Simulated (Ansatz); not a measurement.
We consider zinc-blende MgTe (metastable phase), described by HSE06 (plane waves, PAW; Ansatz, a quantum-chemistry and plane-wave program).

Numerical settings: plane-wave cutoff 460 eV, 8×8×8 k mesh, Fermi–Dirac smearing 0.01 eV, scalar-relativistic PAW data made under PBE.

The direct gap at Γ against volume; x = 100 ln(V/33.531 Å³). One gap is withheld.

| V (Å³/atom) | x | gap (eV) |
|---|---|---|
| 32.064 | -4.47 | ? |
| 32.908 | -1.88 | 3.395 |
| 33.531 | 0.00 | 3.304 |
| 34.596 | 3.13 | 3.154 |
| 35.440 | 5.54 | 3.041 |

### Question
Fit a straight line to the rows shown, give the volume deformation potential and predict the withheld gap.

### Answer
Means of the 4 rows: x̄ = 1.698, ȳ = 3.2235 eV. Σ(x − x̄)(y − ȳ) = -1.5510 and Σ(x − x̄)² = 32.497, so the slope is -0.0477 eV per unit of x, and dE_g/d ln V = -4.8 eV. At x = -4.47: 3.2235 + (-0.0477) × (-4.47 − (1.698)) = 3.518 eV. The run gives 3.523 eV, 0.005 eV above the line, as the curve bends the same way over all rows.

Measured, for comparison: band gap 3.67 eV (2 K, not corrected to a static lattice; as tabulated in arXiv:1206.3780).

Spin–orbit coupling is not included; with these elements it can move the gap by several tenths of an eV or more.
